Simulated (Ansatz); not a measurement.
## Worked example: C3H8O2 → C2H5O + CH3O

Species: C3H8O2 (dimethoxymethane) `COCOC`, singlet; C2H5O (methoxymethyl) `[CH2]OC`, doublet; CH3O `C[O]`, doublet. 

Shapes, held fixed at every level: PBE0-D4/def2-TZVP. Flexible molecules stand in one conformer, not always the lowest. Programs: Ansatz 0.2.0. The zero-point and thermal change to 298 K, harmonic and unscaled (PBE0-D4/def2-TZVP), is -24.9 kJ/mol.

At CCSD(T)/CBS estimate; 1 Eh = 2625.50 kJ/mol:

| species | energy (Eh) |
| --- | --- |
| C3H8O2 | -269.284801 |
| C2H5O | -154.197033 |
| CH3O | -114.935170 |

Work out ΔH(298 K) of the reaction at this level.


1. Products less reactants: (-154.197033) + (-114.935170) − [(-269.284801)] = 0.152598 Eh = +400.6 kJ/mol.
2. With the thermal change: +400.6 + (-24.9) = +375.7 kJ/mol.

Other levels give +219.2 (HF/def2-TZVPP) to +425.6 kJ/mol (SPW92/def2-TZVPP). No measured value is set beside it here. Open shells run unrestricted unless RO is named. The CBS estimate extrapolates MP2 from def2-TZVPP and def2-QZVPP and adds CCSD(T) − MP2 in the triple-zeta set, cores frozen.
